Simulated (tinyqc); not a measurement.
Ways to converge the cycle: SCF convergence aids in the sto-6g basis, for CH2, spin multiplicity 3. Computed by the program tinyqc with PySCF. 

Geometry (angstrom):
```
atom       x        y       z
C     0.0000   0.0000  0.0000
H     0.0000   1.1660  0.8330
H     0.0000  -1.1830  0.8450
```

lowest solution found by these runs and by PySCF with stability checks = -38.681152 hartree

UHF with one setting changed at a time; a run stops when the energy changes by less than 1e-09 hartree and the error matrix is below 1e-5. The start is the Wolfsberg-Helmholz matrix. Damping d keeps d of the old density; a shift (hartree) raises the virtual levels; DIIS n extrapolates F over n matrices.

Largest element of the error matrix X^T (FDS - SDF) X:
```
iteration    plain  damping 0.3  damping 0.6  shift 0.4   DIIS 3   DIIS 8
1          2.2e-01      2.2e-01      2.2e-01    2.2e-01  2.2e-01  2.2e-01
2          5.0e-02      7.1e-02      1.3e-01    8.5e-02  5.0e-02  5.0e-02
3          1.7e-02      3.1e-02      8.5e-02    3.6e-02  1.8e-02  1.8e-02
4          8.5e-03      1.9e-02      5.5e-02    2.0e-02  6.2e-03  6.2e-03
5          4.2e-03      1.2e-02      3.7e-02    1.2e-02  1.1e-03  9.2e-04
6          2.0e-03      8.1e-03      2.5e-02    8.0e-03  7.8e-04  7.5e-04
8          8.5e-04      3.4e-03      1.5e-02    3.4e-03  3.6e-04  1.8e-04
10         5.7e-04      1.4e-03      9.4e-03    1.4e-03  6.8e-05  4.6e-05
14         3.5e-04      6.1e-04      3.8e-03    3.9e-04  8.7e-06        -
20         1.8e-04      3.4e-04      1.1e-03    1.8e-04        -        -
30         5.9e-05      1.6e-04      4.3e-04    8.7e-05        -        -
45         1.2e-05      5.0e-05      2.1e-04    3.0e-05        -        -
60               -      1.6e-05      1.1e-04    1.1e-05        -        -
```

How each run ends:
```
run          iterations  E (hartree)                                                        state
plain                47    -38.68115                                                 lowest found
damping 0.3         >60    -38.68115  falls steadily but slowly, by a factor of about 0.93 a step
damping 0.6         >60    -38.68115  falls steadily but slowly, by a factor of about 0.96 a step
shift 0.4           >60    -38.68115  falls steadily but slowly, by a factor of about 0.93 a step
DIIS 3               15    -38.68115                                                 lowest found
DIIS 8               13    -38.68115                                                 lowest found
```

3 of 6 runs reach the lowest solution found, in 13 to 47 iterations (fastest: DIIS 8). Not converged: damping 0.3, damping 0.6, shift 0.4. Plain steps already contract here, so damping only slows them. DIIS 3 and DIIS 8 gain by cancelling the error over several earlier matrices, much as a quasi-Newton step does.
